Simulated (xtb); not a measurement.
C2H3, SMILES [CH]=C (connectivity only; charge and spin as stated), charge +1, multiplicity 1. All values are semi-empirical tight-binding results from xtb (GFN2-xTB unless named), good for trends rather than for accurate numbers. The structure is a stationary point at GFN2-xTB. The spin state was assumed, not searched. The isomer is the one that the SMILES or the coordinates give; other isomers of the formula were not compared.

Task: Estimate the properties. (The exact figures need the calculation; the answer reports its results.)

Result: 
```json
{
  "point_group_as_xtb_finds_it": "C2v",
  "orbital_gap": "3.70 eV",
  "zero_point_energy": "20.6 kcal/mol",
  "G − E(el) at 298.15 K (modified RRHO)": "7.4 kcal/mol",
  "static polarisability (D4 model)": "21.3 bohr³",
  "solvation energy, GFN2-xTB/ALPB(water)": "-75.7 kcal/mol",
  "solvation energy, GFN2-xTB/ALPB(acetone)": "-61.8 kcal/mol"
}
```

Computed IR lines (harmonic; lines under 4 % of the strongest left out, lines within 3 cm⁻¹ merged):
ν (cm⁻¹): 442 (s), 871 (vs), 938 (vs), 1915 (m), 2766 (vs), 2877 (vs), 3156 (m) (against the strongest line: vs over 80 %, s over 45 %, m over 15 %, w over 4 %, vw less)
